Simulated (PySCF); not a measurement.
Input of a run (PBE0-D3(BJ)/def2-SVP geometry optimisation, gas phase (PySCF 2.14.0)), started from GFN2-xTB:
```
{"job": {"xc": "PBE0", "basis": "def2-SVP", "d3": "d3bj", "grid": 1, "shake": 0.01, "kind": "geom"}, "charge": 0, "multiplicity": 1}
C      1.377110    -0.619530     0.425400
C      0.186190    -0.088390     0.056080
C     -1.135750    -0.709200     0.435640
C      0.114670     1.161670    -0.774820
H      2.288190    -0.145840     0.127630
H      1.421620    -1.483010     1.015440
H     -1.706860    -0.000500     1.014550
H     -0.947310    -1.593660     1.040630
H     -1.682410    -0.972170    -0.428180
H      1.059830     1.556280    -1.003850
H     -0.458460     0.943900    -1.690000
H     -0.477140     1.922180    -0.227550
```

Output (energies in Eh, forces in Eh/bohr):
```
step   0  E = -156.91225112  max force = 0.041134
step   1  E = -156.91779819  max force = 0.011116
step   2  E = -156.91854748  max force = 0.002988
step   3  E = -156.91866715  max force = 0.002450
step   4  E = -156.91878119  max force = 0.002412
step   5  E = -156.91887423  max force = 0.001191
step   6  E = -156.91895508  max force = 0.000717
step   7  E = -156.91896436  max force = 0.000250
optimisation converged
```

Problem. Summarise the run.

Solution. The energy falls by 0.183 eV over 8 energy and gradient evaluations, the largest force component goes from 0.0411 to 2.5e-04 Eh/bohr, and the atoms move by 0.028 Å rms after alignment. The bond that changes most is C4–H10 (allylic carbon to methyl hydrogen), which lengthens by 0.050 Å. Bonds longer at the end by more than 0.005 Å: 6 of 11; shorter: 2. Among the angles that change most is C2–C3–H8, from 108.8° to 112.0°. The energy never rose by more than 1e-6 Eh on the way. The first step brought 83 % of the lowering.

Problem. What are the final bond lengths?

Solution. C1=C2 1.338 Å, C2–C3 1.500 Å, C2–C4 1.500 Å, C1–H5 1.094 Å, C1–H6 1.094 Å, C3–H7 1.104 Å, C3–H8 1.099 Å, C3–H9 1.104 Å, C4–H10 1.099 Å, C4–H11 1.103 Å, C4–H12 1.103 Å. Numbering counts from 1 in the input's order; the species is `C=C(C)C`.

The run used 96 basis functions and 51 SCF cycles in all. Time: 32 s of wall time; peak memory 0.40 GiB. Hardware: Arm Neoverse N1, one thread, no GPU, on a shared host.

No PBE0-D3(BJ)/def2-SVP frequencies stand behind this structure, so it isn't proved a minimum.
